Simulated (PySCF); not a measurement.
Simulated outer-valence photoelectron spectrum of `O=C=C(Cl)CF`. The calculation used EOM-IP-CCSD/aug-cc-pVDZ in PySCF, restricted Hartree–Fock reference, frozen core, non-relativistic, gas phase, PBE0-D3(BJ)/def2-SVP geometry.

Each root has a Gaussian of 0.6 eV full width with its one-hole share as area; cross sections and vibrations are left out, and the highest printed point is 100.

(ionisation energy (eV), intensity): (8.6, 1), (8.8, 6), (9.0, 22), (9.2, 46), (9.4, 50), (9.6, 30), (9.8, 10), (10.0, 2), (10.2, 0), (10.4, 0), (10.6, 0), (10.8, 0), (11.0, 0), (11.2, 0), (11.4, 3), (11.6, 14), (11.8, 37), (12.0, 52), (12.2, 40), (12.4, 22), (12.6, 27), (12.8, 54), (13.0, 81), (13.2, 97), (13.4, 100), (13.6, 78), (13.8, 40), (14.0, 12), (14.2, 2), (14.4, 0), (14.6, 1), (14.8, 8), (15.0, 26), (15.2, 48), (15.4, 49), (15.6, 38), (15.8, 46), (16.0, 70), (16.2, 81), (16.4, 65), (16.6, 34), (16.8, 11), (17.0, 2), (17.2, 0)

Problem. Where are the maxima, and how many lines lie under the curve?

Solution. 5 maxima, at 9.3, 12.0, 13.3, 15.3 and 16.2 eV, from 8 lines. At this width some lines have no maximum of their own.

Problem. List the lines with their holes.

Solution. 
```csv
E (eV),leading hole (HF orbital),area,Koopmans (eV)
9.33,HOMO,0.96,10.03
12.01,HOMO-1,0.96,13.04
12.93,HOMO-2,0.95,14.18
13.30,HOMO-3,0.95,14.84
13.55,HOMO-4,0.95,15.27
15.29,HOMO-5,0.94,16.97
16.02,HOMO-7,0.89,18.33
16.34,HOMO-6,0.93,17.90
```

The widest gap, 2.68 eV, lies between 9.33 and 12.01 eV. Only orbitals with −ε under 21 eV, eight at most, were ionised, so the high end of the curve may lack lines.

The values belong to the conformer `[O:1]=[C:2]=[C:3]([Cl:4])[CH2:5][F:6]`: C2–C3–C5–F6 -100°.
